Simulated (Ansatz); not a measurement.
# ZrCo$_{3}$B$_{2}$: computed properties

Method: DFT r2SCAN, scalar-relativistic, plane waves, PAW in Ansatz 0.2.0.

Settings: cutoff 500 eV, Γ-centred mesh 12×12×12 on the computed 6-atom cell, Gaussian smearing of 0.10 eV; no spin polarisation.

The structure is relaxed at this level of theory with its symmetry kept. Whether it is the stable form of this composition wasn't checked.

```cif
data_structure
_symmetry_space_group_name_H-M 'P6/mmm'
_symmetry_Int_Tables_number 191
_cell_length_a 4.8166
_cell_length_b 4.8166
_cell_length_c 3.0299
_cell_angle_alpha 90.000
_cell_angle_beta 90.000
_cell_angle_gamma 120.000
_cell_volume 60.87
loop_
_atom_site_label
_atom_site_type_symbol
_atom_site_symmetry_multiplicity
_atom_site_Wyckoff_symbol
_atom_site_fract_x
_atom_site_fract_y
_atom_site_fract_z
_atom_site_occupancy
Zr1 Zr 1 a 0.00000 0.00000 0.00000 1
Co1 Co 3 g 0.50000 0.00000 0.50000 1
B1 B 2 c 0.33333 0.66667 0.00000 1
```

| Quantity | Value |
| --- | --- |
| Space group | P6/mmm (No. 191) |
| Volume per atom | 10.15 Å³ |
| Formation energy from the elements' standard states (uncorrected) | -0.492 eV/atom |
| Generalised Kohn–Sham band gap | none (metal) |
| Density of states at the Fermi level | 3.26 states/eV per cell |
| Löwdin character within 0.5 eV of the Fermi level | Co 3d 61 %, Zr 4d 21 %, B 2p 11 % |
| Bulk modulus | 263 GPa |
| Its pressure derivative | 4.2 |
| Bader charges (e) | Zr (1 in the cell) 1.75, Co (3 in the cell) -0.28, B (2 in the cell) -0.45 |

A ferromagnetic start lost its moments in a first run, so spin was left out; other magnetic orders weren't tried.